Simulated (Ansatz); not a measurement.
System: CH5Si, charge 0, multiplicity 2. It need not be the lowest isomer of its formula. SMILES: [SiH3][CH2]
Structure (B3LYP-D3(BJ)/def2-TZVP (Ansatz, a program for electronic structure) minimum search):
```
Si
H 1 1.4823
H 1 1.4830 2 109.47
H 1 1.4878 2 107.84 3 116.74
C 1 1.8421 2 110.29 4 121.63
H 5 1.0839 1 122.71 2 -26.73
H 5 1.0841 6 114.66 1 177.78
```
Charge 0, spin multiplicity 2.

Give the harmonic wavenumbers at B3LYP-D3(BJ)/def2-TZVP (Ansatz, finite differences of forces, unscaled).

39, 524, 529, 671, 752, 841, 947, 949, 958, 1405, 2188, 2222, 2228, 3129, 3218 cm⁻¹. Zero-point energy 29.4 kcal/mol.
